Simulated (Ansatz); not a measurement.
A made-up structure of C2H5Si (charge -1), closed shell:

```json
{"atom": "C1", "x (Å)": "-0.5973", "y (Å)": "0.9142", "z (Å)": "-0.6985"}
{"atom": "C2", "x (Å)": "-0.3890", "y (Å)": "-0.5374", "z (Å)": "-0.4011"}
{"atom": "Si3", "x (Å)": "0.6587", "y (Å)": "-1.1780", "z (Å)": "0.7791"}
{"atom": "H4", "x (Å)": "-0.9255", "y (Å)": "-1.4396", "z (Å)": "-0.5485"}
{"atom": "H5", "x (Å)": "-0.3703", "y (Å)": "1.1270", "z (Å)": "-1.7558"}
{"atom": "H6", "x (Å)": "-0.0280", "y (Å)": "1.6599", "z (Å)": "-0.1027"}
{"atom": "H7", "x (Å)": "1.6035", "y (Å)": "-0.5129", "z (Å)": "1.7851"}
{"atom": "H8", "x (Å)": "0.7837", "y (Å)": "-2.6540", "z (Å)": "0.9845"}
```

It is relaxed with PBE-D4/def2-SVPD and then PBE0-D4/def2-TZVPD (Ansatz 0.2.0). Atoms count as bonded within 1.22 times the sum of their covalent radii (H–H: 0.88 Å). The end point is not checked to be a true minimum.

Q: Does its bonding change? (A judgement: the text doesn't fix the answer.)

A: The calculation gives: No: no bond forms or breaks.

Where it ends: The first stage lowers the energy by 2.12 eV in 11 steps. It ends as C₂H₅Si ([CH2][CH][SiH2]), total charge -1:
C1  (-0.368, 0.741, -0.648)
C2  (-0.115, -0.561, -0.449)
Si3  (1.219, -1.416, 0.608)
H4  (-0.682, -1.244, -1.093)
H5  (-1.078, 1.098, -1.395)
H6  (0.138, 1.511, -0.067)
H7  (1.340, -0.371, 1.730)
H8  (0.283, -2.378, 1.357)
(Å)

Labels in which every atom is bracketed show which atoms are joined, not bond orders.

For scale, one of the runs: PBE0-D4/def2-TZVPD relaxation, 162 basis functions, launched by `ansatz run in.yaml --threads 2 --pin off --events-out ev --progress --plain --max-ram 4352MiB`. The run took about 9.5 s on 2 CPU threads of an AMD EPYC 9R45 (shared host).
